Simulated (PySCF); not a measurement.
## Exercise with solution: chemical shift, span and skew from a shielding tensor

NO₂, SMILES O=N[O] (connectivity only; charge and spin as stated), charge -1, multiplicity 1. Atoms are numbered in the order given.

```xyz
3

O      0.0000     1.0684    -0.2003
N      0.0000     0.0000     0.4579
O      0.0000    -1.0684    -0.2003
```
Charge -1, spin multiplicity 1.

Geometry: B3LYP-D3(BJ)/def2-TZVPD. The multiplicity is an assumed one; other spin states were not compared. The isomer is the one that the SMILES or the coordinates give; other isomers of the formula were not compared.

GIAO shieldings from HF/pcSseg-2 (PySCF), non-relativistic, no solvent. The symmetric part of the tensor of N2 has the principal values -1571.1, -435.2, 94.1 ppm. The same nucleus in NH3 has σ = 262.2 ppm at this level (PySCF, at its B3LYP-D3(BJ)/def2-TZVP geometry).

Task: Work out the isotropic shielding, the ¹⁵N shift against NH3, the span and the skew.

Result: 
σ(iso) = (σ11 + σ22 + σ33)/3 = -637.4 ppm. δ = σ(ref) − σ(iso) = 262.2 − (-637.4) = 899.6 ppm.
Span Ω = σ33 − σ11 = 1665.2 ppm. Skew κ = 3(σ(iso) − σ22)/Ω = -0.36. Tumbling in solution averages the tensor to δ; in a static solid the shielding alone would spread this spin-1/2 line over Ω.
